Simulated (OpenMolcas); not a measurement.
Potential curves of OF⁺: spin-free states

Computed with OpenMolcas 26.06: state-averaged CASSCF(8,6) over F 2p, O 2p, XMS-CASPT2 (IPEA 0.25, imaginary shift 0.2 hartree), scalar X2C, ANO-RCC-VTZP, then RASSI spin–orbit state interaction with atomic mean-field integrals. C2 symmetry about the axis (a holds Σ, Δ, Γ; b holds Π, Φ, H; Σ⁺ and Σ⁻ are not told apart); roots by multiplicity and irrep: 3a 5, 1a 4, 3b 4.

XMS-CASPT2 energies in eV from the lowest point. Curves are followed by energy order within each symmetry, so they are adiabatic and may change character at avoided crossings; Σ⁺ and Σ⁻ are counted together.

| R (Å) | (1)3Σ | (1)1Δ | (1)1Σ | (2)1Σ | (1)3Δ |
| --- | --- | --- | --- | --- | --- |
| 1.048 | 1.753 | 3.236 | 4.304 | 12.290 | 12.664 |
| 1.108 | 0.693 | 2.187 | 3.228 | 9.698 | 10.048 |
| 1.163 | 0.204 | 1.704 | 2.713 | 8.028 | 8.356 |
| 1.218 | 0.000 | 1.513 | 2.489 | 6.817 | 7.127 |
| 1.279 | 0.013 | 1.532 | 2.462 | 5.865 | 6.158 |
| 1.340 | 0.173 | 1.708 | 2.586 | 5.222 | 5.501 |

The 5 lowest clean curves are shown; the next is (2)3Σ, from 5.59 eV. Only roots inside an energy window near the equilibrium distance were included, so the list of states is not complete; labels number the states computed. Each spin and symmetry block has orbitals of its own, averaged over its own roots, so gaps between blocks are less sure than gaps within one and near the minimum can be off by tenths of an eV, in bad cases by more. No Rydberg orbitals are active, so Rydberg states, and σ→σ* states whose orbital the CASSCF left unused, can be missing between those listed. CASPT2 splits the two components of degenerate states numerically, here by up to 52 cm⁻¹. No roots were computed in block 1b (none fell in the window or the block failed), so states of that kind are missing and can lie low or lowest. Points that failed a check (symmetry, reference weights, a jump) are left out.
